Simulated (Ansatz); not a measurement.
# CH₄ (triplet): the correlation ladder at distance H1–H2 along a hydrogen transfer = 1.263 Å, cc-pVDZ

How much of the correlation energy of CH₄ (triplet) does each wave-function method recover here?

Program: Ansatz 0.2.0, Gaussian basis. Level of theory: cc-pVDZ, core rule «outside noble gas», up to 1 orbitals frozen. These are calculated values, not measurements.

The runs, in order: UHF; CCSD(T) on ROHF; CCSD(T) on UHF; BCCD(T) on ROHF; CISD; CCSDT(Q) on ROHF; CCSDT(Q) on UHF; CISDTQ; CCSDTQ on ROHF; CCSDTQ on UHF; CASSCF and MRCISD+Q, 4 electrons in 4 orbitals; CASSCF and NEVPT2, 4 electrons in 4 orbitals; CASSCF and MRCISD+Q, 8 electrons in 8 orbitals; CASSCF and NEVPT2, 8 electrons in 8 orbitals; Full CI.

## Step 1: What is computed

The geometry derives from fragments relaxed apart (PBE0/def2-TZVP) and kept rigid, so it is no stationary point. A hydrogen atom is moved between rigid fragments.

5 atoms, charge 0, spin multiplicity 3.

Atoms are counted from 1 here; the program's logs count them from 0.

Bond lengths: H2–C3 1.090 Å, C3–H4 1.079 Å, C3–H5 1.079 Å. Angles: H2–C3–H4 112.6°, H2–C3–H5 112.6°, H4–C3–H5 134.8°.

## Step 2: UHF

File in.yaml:

```yaml
crystal:
  periodic: [false, false, false]
  atoms:
    - {symbol: H, position_ang: [-2.188760, 0.000000, 0.000000]}
    - {symbol: H, position_ang: [-0.925760, 0.000000, 0.000000]}
    - {symbol: C, position_ang: [0.164240, 0.000000, 0.000000]}
    - {symbol: H, position_ang: [0.578708, 0.000000, 0.996161]}
    - {symbol: H, position_ang: [0.578708, 0.000000, -0.996161]}
basis:
  gaussian: {orbitals: cc-pVDZ}
magnetization: {spin_polarized: true, initial_magnetization: 2}
hamiltonian: {xc: hf}
output: {orbitals: {seedname: orbitals}}
```

Launch:

```bash
$ ansatz run in.yaml --threads 1 --pin off --events-out ev --progress --plain --max-ram 2746MiB --backend cpu
```

The runs that follow: CCSD(T) on ROHF; CCSD(T) on UHF; BCCD(T) on ROHF; CISD; CCSDT(Q) on ROHF; CCSDT(Q) on UHF; CISDTQ; CCSDTQ on ROHF; CCSDTQ on UHF; CASSCF and MRCISD+Q, 4 electrons in 4 orbitals; CASSCF and NEVPT2, 4 electrons in 4 orbitals; CASSCF and MRCISD+Q, 8 electrons in 8 orbitals; CASSCF and NEVPT2, 8 electrons in 8 orbitals; Full CI.

**Question.** What will the summary of the whole plan be? Wanted: FCI below the RHF energy; RMP2 from FCI; UMP2 from FCI; RCCSD from FCI; RCCSD(T) from FCI; UCCSD(T) from FCI; RCCSDT(Q) from FCI; UCCSDT(Q) from FCI; NEVPT2 pair from FCI.

As calculated:

| quantity | value |
| --- | --- |
| FCI below the RHF energy | -4.5039 eV |
| RMP2 from FCI | +17.50 kcal/mol |
| UMP2 from FCI | +17.35 kcal/mol |
| RCCSD from FCI | +2.24 kcal/mol |
| RCCSD(T) from FCI | +0.37 kcal/mol |
| UCCSD(T) from FCI | +0.36 kcal/mol |
| RCCSDT(Q) from FCI | +0.01 kcal/mol |
| UCCSDT(Q) from FCI | -0.01 kcal/mol |
| NEVPT2 pair from FCI | +16.98 kcal/mol |
| NEVPT2 valence from FCI | +15.30 kcal/mol |
| MRCISD+Q valence from FCI | +0.18 kcal/mol |
| levels within 1 kcal/mol (43 meV) | RCCSD(T), UCCSD(T), BCCD(T), RCCSDT, UCCSDT, CISDTQ, RCCSDT(Q), UCCSDT(Q), RCCSDTQ, UCCSDTQ, MRCISD+Q valence |
| T1 diagnostic | 0.021 |
| effectively unpaired electrons | 2.03 |

**Reading.** RCCSD(T) misses by +0.37 kcal/mol, 0.4 % of the correlation energy. One determinant dominates. Of the multireference levels listed MRCISD+Q valence comes nearest in total energy (+0.18 kcal/mol), which doesn't show that its space is the better one. These misses are within one basis, not against nature; the frozen cores of restricted and unrestricted runs differ, which can shift their rows.
